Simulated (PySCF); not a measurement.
# Working out the electron affinity of Cl

Cl- [Ar] (1S) → Cl [Ne] 3s2 3p5 (2P). Calculation: PySCF 2.14, in def2-TZVPPD (6s6p4d1f, 51 functions); no relativity, point nucleus. Frozen: [Ne]. Energies in hartree (1 hartree = 27.21139 eV):

| part | Cl- (lower) | Cl (upper) |
| --- | --- | --- |
| UHF | -459.564711 | -459.477169 |
| CCSD correlation | -0.219480 | -0.183051 |
| (T) | -0.008976 | -0.006022 |

**Question.** What does Hartree-Fock give?

**Answer.** (-459.477169) − (-459.564711) = 0.087542 hartree = 2.382 eV.

**Question.** What do CCSD and CCSD(T) give?

**Answer.** The CCSD correlation energies differ by 0.036429 hartree = 0.991 eV and the triples by 0.002954 hartree = 0.080 eV, so CCSD gives 3.373 eV and CCSD(T) 3.453 eV.

A first-order spin-orbit estimate adds -0.036 eV to CCSD(T) (valence), giving 3.417 eV against 3.613 eV (measured; photodetachment measurements, as compiled on the Wikipedia data page of electron affinities).

What remains against the reference includes basis incompleteness, the frozen core and higher excitations.
